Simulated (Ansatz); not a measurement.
**SiH₃+ (quintet): the correlation ladder, cc-pVTZ**

How much of the correlation energy of SiH₃+ (quintet) does each wave-function method recover here?

Computed with Ansatz 0.2.0, Gaussian basis. Level: cc-pVTZ, core rule «outside noble gas», up to 5 orbitals frozen.

The runs, in order: UHF; CCSD(T) on ROHF; CCSD(T) on UHF; BCCD(T) on ROHF; CCSDT(Q) on ROHF; CCSDT(Q) on UHF.

15 further runs of the same task are left out: 2 for a known fault of the program, 3 that didn't finish, 10 set aside as unsound or not needed.

## Step 1: The geometry

The geometry is a PBE0/def2-TZVP stationary point (not a proven minimum) of the parent state, kept for this charge and spin.

4 atoms, charge 1, spin multiplicity 5.

Atoms are counted from 1 here; the program's logs count them from 0.

Bond lengths: Si1–H2 1.492 Å, Si1–H3 1.694 Å, Si1–H4 1.694 Å. Angles: H2–Si1–H3 105.3°, H2–Si1–H4 105.3°, H3–Si1–H4 30.1°.

Coordinates:

```xyz
4

Si    0.0000    0.0677   -0.0787
H     0.0000   -1.2255   -0.8234
H     0.4393   -0.3298    1.5083
H    -0.4393   -0.3298    1.5083
```

In the tables R marks a restricted open-shell determinant and U an unrestricted one; energies count from the table's Hartree-Fock row.

## Step 2: UHF

Input file in.yaml:

```yaml
crystal:
  periodic: [false, false, false]
  atoms:
    - {symbol: Si, position_ang: [0.000000, 0.067650, -0.078712]}
    - {symbol: H, position_ang: [0.000000, -1.225497, -0.823444]}
    - {symbol: H, position_ang: [0.439321, -0.329762, 1.508342]}
    - {symbol: H, position_ang: [-0.439321, -0.329762, 1.508342]}
basis:
  gaussian: {orbitals: cc-pVTZ}
total_charge: 1
magnetization: {spin_polarized: true, initial_magnetization: 4}
hamiltonian: {xc: hf}
output: {orbitals: {seedname: orbitals}}
```

On the command line:

```console
> ansatz run in.yaml --threads 1 --pin off --events-out ev --progress --plain --max-ram 2393MiB
```

The program printed:

```text
Functional definition: HF
  name "HF"
  cite "Fock, Z. Phys. 61, 126 (1930) doi:10.1007/BF01340294"
  parent pbe
  exchange = exact_x
  correlation = 0
535 factors; their error is unknown
mean field evaluation 1: about -7888.9585 eV, gradient 9.0e0 eV
mean field evaluation 2: about -7889.8861 eV, gradient 3.7e0 eV
mean field evaluation 4: about -7890.3465 eV, gradient 1.1e0 eV
mean field evaluation 8: about -7890.3944 eV, gradient 3.9e-2 eV
mean field evaluation 16: about -7889.8550 eV, gradient 3.8e0 eV
mean field evaluation 32: about -7886.6245 eV, gradient 1.6e1 eV
mean field -7890.59914471 eV, -289.9741701278 hartree, gradient 3.1e-5 eV, S^2 6.004997; 0 other end points of the search recorded, 0 dependent functions left out
reference -7890.59914471 eV, -289.9741701278 hartree; 10, 6 occupied and 66, 70 virtual orbitals, 535 factors
Total energy: -7890.59914471 eV, -289.9741701278 hartree
```

It took 1 s on 1 thread of Arm Neoverse V2, shared host.

From the report: ⟨S²⟩ of the determinant 6.005 (pure quintet: 6.00).

## Step 3: CCSD(T) on ROHF

in.yaml: that of step 2 with these lines changed.

```diff
@@ -10,4 +10,3 @@
 total_charge: 1
-magnetization: {spin_polarized: true, initial_magnetization: 4}
-hamiltonian: {xc: hf}
-output: {orbitals: {seedname: orbitals}}
+magnetization: {spin_polarized: false, initial_magnetization: 4}
+correlation: {method: ccsd_t, electrons: outside_noble_gas}
```

The command is unchanged.

The program printed (excerpt; [...] marks lines left out):

```text
Functional definition: HF
  name "HF"
  cite "Fock, Z. Phys. 61, 126 (1930) doi:10.1007/BF01340294"
  parent pbe
[...]
429 factors; integrals over basis functions are off by at most 8.8e-4 eV
[...]
mean field -7890.53233760 eV, -289.9717150119 hartree, gradient 2.0e-6 eV, S^2 6.000000; 5 other end points of the search recorded, 0 dependent functions left out
determinant -7890.53233760 eV, -289.9717150119 hartree, with singles and doubles -7893.03659257 eV, -290.0637446846 hartree
determinant -7889.15044018 eV, -289.9209312183 hartree, with singles and doubles -7891.50268304 eV, -290.0073745490 hartree
determinant -7888.54380431 eV, -289.8986377613 hartree, with singles and doubles -7891.07585424 eV, -289.9916888798 hartree
5 core orbitals not correlated: weight in the atoms' cores, before any rotation towards them, 1.000 or more for the frozen orbitals, at most 0.000 for the correlated occupied ones
reference -7890.53233760 eV, -289.9717150119 hartree; 5, 1 occupied and 66, 70 virtual orbitals, 429 factors
second order -1.88945499 eV of doubles, -0.04079949 eV of singles
cycle   1  -2.45395636 eV  change   -1.9e-1 eV  update   1.8e-2
[...]
cycle  12  -2.47686248 eV  change    4.0e-7 eV  update   3.2e-6
perturbative correction -0.07843859 eV, -0.0028825651 hartree
Total energy: -7893.08763868 eV, -290.0656205943 hartree
```

Run time: 2.6 s. Hardware: 1 thread of Arm Neoverse V2, shared host.

From the report: correlation -2.5553 eV; T1 0.036; largest double amplitude 0.07.

## Step 4: CCSD(T) on UHF

in.yaml: that of step 3 with these lines changed.

```diff
@@ -10,3 +10,3 @@
 total_charge: 1
-magnetization: {spin_polarized: false, initial_magnetization: 4}
+magnetization: {spin_polarized: true, initial_magnetization: 4}
 correlation: {method: ccsd_t, electrons: outside_noble_gas}
```

The command is unchanged.

The program printed (excerpt; [...] marks lines left out):

```text
Functional definition: HF
  name "HF"
  cite "Fock, Z. Phys. 61, 126 (1930) doi:10.1007/BF01340294"
  parent pbe
[...]
429 factors; integrals over basis functions are off by at most 8.8e-4 eV
[...]
mean field -7890.59942798 eV, -289.9741805381 hartree, gradient 6.4e-6 eV, S^2 6.004997; 5 other end points of the search recorded, 0 dependent functions left out
determinant -7890.59942798 eV, -289.9741805381 hartree, with singles and doubles -7893.03835090 eV, -290.0638093019 hartree
determinant -7889.17547851 eV, -289.9218513602 hartree, with singles and doubles -7891.50277300 eV, -290.0073778550 hartree
determinant -7888.70616759 eV, -289.9046045019 hartree, with singles and doubles -7891.09526248 eV, -289.9924021195 hartree
5 core orbitals not correlated: weight in the atoms' cores, before any rotation towards them, 1.000 or more for the frozen orbitals, at most 0.000 for the correlated occupied ones
reference -7890.59942798 eV, -289.9741805381 hartree; 5, 1 occupied and 66, 70 virtual orbitals, 429 factors
second order -1.86110347 eV of doubles, -0.00000000 eV of singles
cycle   1  -2.39242891 eV  change   -1.9e-1 eV  update   1.7e-2
[...]
cycle  12  -2.41393041 eV  change    6.7e-8 eV  update   3.1e-6
perturbative correction -0.07703981 eV, -0.0028311607 hartree
Total energy: -7893.09039820 eV, -290.0657220050 hartree
```

Wall time 2.3 s (1 thread of Arm Neoverse V2, shared host).

From the report: ⟨S²⟩ of the determinant 6.005 (pure quintet: 6.00); correlation -2.4910 eV; T1 0.033; largest double amplitude 0.07.

## Step 5: BCCD(T) on ROHF

in.yaml: that of step 4 with these lines changed.

```diff
@@ -10,3 +10,3 @@
 total_charge: 1
-magnetization: {spin_polarized: true, initial_magnetization: 4}
-correlation: {method: ccsd_t, electrons: outside_noble_gas}
+magnetization: {spin_polarized: false, initial_magnetization: 4}
+correlation: {method: bccd_t, electrons: outside_noble_gas}
```

Launched as before.

The program printed (excerpt; [...] marks lines left out):

```text
Functional definition: HF
  name "HF"
  cite "Fock, Z. Phys. 61, 126 (1930) doi:10.1007/BF01340294"
  parent pbe
[...]
429 factors; integrals over basis functions are off by at most 8.8e-4 eV
[...]
mean field -7890.53233760 eV, -289.9717150119 hartree, gradient 2.0e-6 eV, S^2 6.000000; 5 other end points of the search recorded, 0 dependent functions left out
determinant -7890.53233760 eV, -289.9717150119 hartree, with singles and doubles -7893.03659257 eV, -290.0637446846 hartree
determinant -7889.15044018 eV, -289.9209312183 hartree, with singles and doubles -7891.50268304 eV, -290.0073745490 hartree
determinant -7888.54380431 eV, -289.8986377613 hartree, with singles and doubles -7891.07585424 eV, -289.9916888798 hartree
5 core orbitals not correlated: weight in the atoms' cores, before any rotation towards them, 1.000 or more for the frozen orbitals, at most 0.000 for the correlated occupied ones
reference -7890.53233760 eV, -289.9717150119 hartree; 5, 1 occupied and 66, 70 virtual orbitals, 429 factors
second order -1.88945499 eV of doubles, -0.04079949 eV of singles
cycle   1  -2.46325043 eV  change   -2.0e-1 eV  update   2.0e-2
[...]
cycle  12  -2.47287814 eV  change   -1.4e-6 eV  update   4.7e-6
perturbative correction -0.08471409 eV, -0.0031131855 hartree
Total energy: -7893.08992984 eV, -290.0657047930 hartree
```

Wall time 2.9 s (1 thread of Arm Neoverse V2, shared host); peak memory 0.27 GiB.

From the report: correlation -2.5576 eV; largest double amplitude 0.07.

## Step 6: CCSDT(Q) on ROHF

in.yaml: that of step 5 with these lines changed.

```diff
@@ -11,2 +11,2 @@
 magnetization: {spin_polarized: false, initial_magnetization: 4}
-correlation: {method: bccd_t, electrons: outside_noble_gas}
+correlation: {method: ccsdt_q, electrons: outside_noble_gas}
```

Launched as before.

The program printed (excerpt; [...] marks lines left out):

```text
Functional definition: HF
  name "HF"
  cite "Fock, Z. Phys. 61, 126 (1930) doi:10.1007/BF01340294"
  parent pbe
[...]
953 factors; integrals over basis functions are off by at most 2.2e-7 eV
[...]
mean field -7890.53234706 eV, -289.9717153595 hartree, gradient 6.8e-6 eV, S^2 6.000000; 5 other end points of the search recorded, 0 dependent functions left out
determinant -7890.53234706 eV, -289.9717153595 hartree, with singles and doubles -7893.03660031 eV, -290.0637449692 hartree
determinant -7889.15046460 eV, -289.9209321157 hartree, with singles and doubles -7891.50270079 eV, -290.0073752014 hartree
determinant -7888.54383158 eV, -289.8986387634 hartree, with singles and doubles -7891.07587179 eV, -289.9916895251 hartree
5 core orbitals not correlated: weight in the atoms' cores, before any rotation towards them, 1.000 or more for the frozen orbitals, at most 0.000 for the correlated occupied ones
reference -7890.53234706 eV, -289.9717153595 hartree; 5, 1 occupied and 66, 70 virtual orbitals, 953 factors
second order -1.88945510 eV of doubles, -0.04079955 eV of singles
cycle   1  -2.26745316 eV  change   -3.4e-1 eV  update   5.8e-2
[...]
cycle  18  -2.58324549 eV  change   -4.8e-7 eV  update   3.9e-7
perturbative correction -0.00272468 eV, -0.0001001303 hartree
Total energy: -7893.11831723 eV, -290.0667480106 hartree
```

Run time: 51 s. Hardware: 1 thread of Arm Neoverse V2, shared host; peak memory 0.68 GiB.

From the report: correlation -2.5860 eV; T1 0.042; largest double amplitude 0.09.

## Step 7: CCSDT(Q) on UHF

in.yaml: that of step 6 with these lines changed.

```diff
@@ -10,3 +10,3 @@
 total_charge: 1
-magnetization: {spin_polarized: false, initial_magnetization: 4}
+magnetization: {spin_polarized: true, initial_magnetization: 4}
 correlation: {method: ccsdt_q, electrons: outside_noble_gas}
```

Same command.

The program printed (excerpt; [...] marks lines left out):

```text
Functional definition: HF
  name "HF"
  cite "Fock, Z. Phys. 61, 126 (1930) doi:10.1007/BF01340294"
  parent pbe
[...]
953 factors; integrals over basis functions are off by at most 2.2e-7 eV
[...]
mean field -7890.59943751 eV, -289.9741808881 hartree, gradient 4.1e-6 eV, S^2 6.004997; 5 other end points of the search recorded, 0 dependent functions left out
determinant -7890.59943751 eV, -289.9741808881 hartree, with singles and doubles -7893.03835820 eV, -290.0638095703 hartree
determinant -7889.17550291 eV, -289.9218522569 hartree, with singles and doubles -7891.50278091 eV, -290.0073781459 hartree
determinant -7888.70619407 eV, -289.9046054751 hartree, with singles and doubles -7891.09527994 eV, -289.9924027614 hartree
5 core orbitals not correlated: weight in the atoms' cores, before any rotation towards them, 1.000 or more for the frozen orbitals, at most 0.000 for the correlated occupied ones
reference -7890.59943751 eV, -289.9741808881 hartree; 5, 1 occupied and 66, 70 virtual orbitals, 953 factors
second order -1.86110299 eV of doubles, -0.00000000 eV of singles
cycle   1  -2.20160068 eV  change   -3.4e-1 eV  update   5.8e-2
[...]
cycle  18  -2.51910261 eV  change   -3.9e-7 eV  update   3.7e-7
perturbative correction -0.00292738 eV, -0.0001075791 hartree
Total energy: -7893.12146750 eV, -290.0668637808 hartree
```

Run time: 49 s. Hardware: 1 thread of Arm Neoverse V2, shared host; peak memory 0.66 GiB.

From the report: ⟨S²⟩ of the determinant 6.005 (pure quintet: 6.00); correlation -2.5220 eV; T1 0.039; largest double amplitude 0.09.

## Step 8: All levels against the top one

The yardstick is UCCSDT(Q), where the cluster series has nearly closed. Rows without a time come out of other runs: HF, MP2 and CCSD of CCSD(T), CCSDT of CCSDT(Q).

Differences are taken before rounding.

```csv
method,energy from the lowest RHF (meV),from UCCSDT(Q) (meV),time
RHF,0.0,+2589.1,
UHF,-67.1,+2522.0,
RMP2,-1930.3,+658.9,
UMP2,-1928.2,+660.9,
RCCSD,-2476.9,+112.3,
UCCSD,-2481.0,+108.1,
RCCSD(T),-2555.3,+33.8,2.6 s
UCCSD(T),-2558.1,+31.1,2.3 s
BCCD(T),-2557.6,+31.5,2.9 s
RCCSDT,-2583.3,+5.9,
UCCSDT,-2586.2,+2.9,
RCCSDT(Q),-2586.0,+3.2,51 s
UCCSDT(Q),-2589.1,0,49 s
```

Among the levels timed on like hardware and quicker than the yardstick, those that no quicker one beats, quickest first: UCCSD(T) (2.3 s, +31.1 meV).

## Step 9: Results

| quantity | value |
| --- | --- |
| UCCSDT(Q) below the RHF energy | -2.5891 eV |
| RMP2 from UCCSDT(Q) | +658.9 meV |
| UMP2 from UCCSDT(Q) | +660.9 meV |
| RCCSD from UCCSDT(Q) | +112.3 meV |
| RCCSD(T) from UCCSDT(Q) | +33.8 meV |
| UCCSD(T) from UCCSDT(Q) | +31.1 meV |
| RCCSDT(Q) from UCCSDT(Q) | +3.2 meV |
| levels within 1 kcal/mol (43 meV) | RCCSD(T), UCCSD(T), BCCD(T), RCCSDT, UCCSDT, RCCSDT(Q) |
| T1 diagnostic | 0.036 |

In words: RCCSD(T) misses by +33.8 meV, 1.3 % of the correlation energy. These misses are within one basis, not against nature; the frozen cores of restricted and unrestricted runs differ, which can shift their rows.

For cost: UCCSD(T) gets within 31.1 meV in 2.3 s, where UCCSDT(Q) took 49 s.
